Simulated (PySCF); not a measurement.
phosphine (H3P), SMILES P. Atoms are numbered in the order given.

```xyz
4

P      0.0000     0.0000     0.1290
H     -1.0308    -0.5951    -0.6451
H      0.0000     1.1902    -0.6451
H      1.0308    -0.5951    -0.6451
```

Geometry optimised at PBE0-D3(BJ)/def2-TZVPD.

Level of theory: PBE/pcSseg-2 in PySCF.

GIAO shieldings, no solvent; atoms alike by connectivity are averaged. δ = σ(ref) − σ: ³¹P against PH3 (σ = 572.3 ppm); ¹H against TMS (σ = 31.47 ppm), references at their B3LYP-D3(BJ)/def2-TZVP geometries, non-relativistic.

Estimate the chemical shifts. (Estimate from the structure and the level; the computed values follow.)


```json
[
 {"nucleus": "³¹P", "atoms": "P1", "count": "1", "δ (ppm)": "-1.2"},
 {"nucleus": "¹H", "atoms": "H2, H3, H4", "count": "3", "δ (ppm)": "2.06"}
]
```
